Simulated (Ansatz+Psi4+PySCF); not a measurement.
Values are calculated unless marked as measured or tabulated.
A run of Psi4 1.11 on triplet S₂ at this shape:

| atom | x (Å) | y (Å) | z (Å) |
| --- | --- | --- | --- |
| S | 0.0000 | 0.0000 | 1.1521 |
| S | 0.0000 | 0.0000 | -1.1521 |

Its results:

```
Converged                                                          : yes
Total energy                                                       : -795.00891 hartree
Spin squared of the determinant                                    : 2.000
Occupied orbitals by symmetry in an Abelian subgroup (alpha; beta) : 5 Ag 2 B2g 2 B3g 4 B1u 2 B2u 2 B3u; 5 Ag 1 B2g 1 B3g 4 B1u 2 B2u 2 B3u
```

(1) Which input gives this output? Name the method, the orbitals and the basis set, and write the input.

Results:

(1) ROHF in cc-pV(T+d)Z.

```
molecule {
0 3
S 0.000000 0.000000 1.152140
S 0.000000 0.000000 -1.152140
}

set basis cc-pV(T+d)Z
set reference rohf
set scf_type pk
energy('scf')
```

This is not the lowest solution: another run reaches a determinant 0.74 eV lower. Caution: an unrestricted determinant lies well below.
